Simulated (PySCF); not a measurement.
## Shifts of the heteroatoms

Molfile (atoms numbered from 1):
```
C4H8O2
     RDKit          3D

 14 13  0  0  0  0  0  0  0  0999 V2000
   -1.9662   -0.3137    0.6149 C   0  0  0  0  0  0  0  0  0  0  0  0
   -0.6585    0.4390    0.4390 C   0  0  0  0  0  0  0  0  0  0  0  0
    0.3806   -0.3590   -0.3270 C   0  0  0  0  0  0  0  0  0  0  0  0
    1.7030    0.3455   -0.4535 C   0  0  0  0  0  0  0  0  0  0  0  0
    1.9956    1.3891    0.0681 O   0  0  0  0  0  0  0  0  0  0  0  0
    2.5596   -0.3365   -1.2287 O   0  0  0  0  0  0  0  0  0  0  0  0
   -2.7054    0.2905    1.1615 H   0  0  0  0  0  0  0  0  0  0  0  0
   -2.4108   -0.5826   -0.3570 H   0  0  0  0  0  0  0  0  0  0  0  0
   -1.8199   -1.2494    1.1788 H   0  0  0  0  0  0  0  0  0  0  0  0
   -0.8338    1.3931   -0.0844 H   0  0  0  0  0  0  0  0  0  0  0  0
   -0.2386    0.7184    1.4184 H   0  0  0  0  0  0  0  0  0  0  0  0
    0.0365   -0.6134   -1.3441 H   0  0  0  0  0  0  0  0  0  0  0  0
    0.5760   -1.3326    0.1571 H   0  0  0  0  0  0  0  0  0  0  0  0
    3.3820    0.1767   -1.2431 H   0  0  0  0  0  0  0  0  0  0  0  0
  1  2  1  0
  2  3  1  0
  3  4  1  0
  4  5  2  0
  4  6  1  0
  1  7  1  0
  1  8  1  0
  1  9  1  0
  2 10  1  0
  2 11  1  0
  3 12  1  0
  3 13  1  0
  6 14  1  0
M  END
```

Method: coordinates at the PBE0-D3(BJ)/def2-SVP level, couplings computed with B3LYP/pcJ-1 (without the spin–dipole term), σ from GIAO-PBE0/pcSseg-1, in PySCF 2.14.0 with density-fitted response routines (no solvent, no relativistic terms, one computed conformer, rapidly exchanging positions averaged).

**Question.** Predict the $^{17}$O NMR data.

**Answer.** 
| atoms | environment | σ (ppm) | δ (ppm) |
| --- | --- | --- | --- |
| O5 | carbonyl oxygen | -102.1 | 355.1 |
| O6 | acid hydroxyl oxygen | 123.0 | 154.3 |

Shieldings were converted by a linear fit to measured shifts: $^{17}$O: δ = 264.06 − 0.892σ (rms 13.4 ppm, 147 shifts, 14.2 ppm with the 1 outlier that the fit left out vs liquid water, solution or neat liquid). A few per cent of atoms miss by over 2 rms, more outside the fitted compound classes. Couplings are scaled by factors fitted to measured values: $^{2}J$(H,H) × 0.91 (rms 0.6 Hz), $^{3}J$(H,H) × 0.91 (rms 0.4 Hz, 0.5 with 2 outliers); all others are unscaled and can be 10–30 % off.

Couplings (the largest are listed; each averaged over equivalent pairs; quadrupolar broadening usually hides them): $^{1}J$(C4,O6) = 33.6 Hz, $^{1}J$(C4,O5) = 30.5 Hz, $^{2}J$(C3,O6) = -18.4 Hz, $^{2}J$(C3,O5) = -1.4 Hz, $^{3}J$(C2,O6) = -2.2 Hz, $^{3}J$(O5,H12) = -1.3 Hz, $^{3}J$(C2,O5) = -1.1 Hz.

On a 300 MHz spectrometer $^{17}$O resonates near 40.7 MHz, so 1 ppm is 40.7 Hz.

In solution the two oxygens of a carboxylic acid exchange roles by proton transfer and give one 17O line. Hydrogen bonding in solution shields acid and N–H amide carbonyl oxygens by tens of ppm.
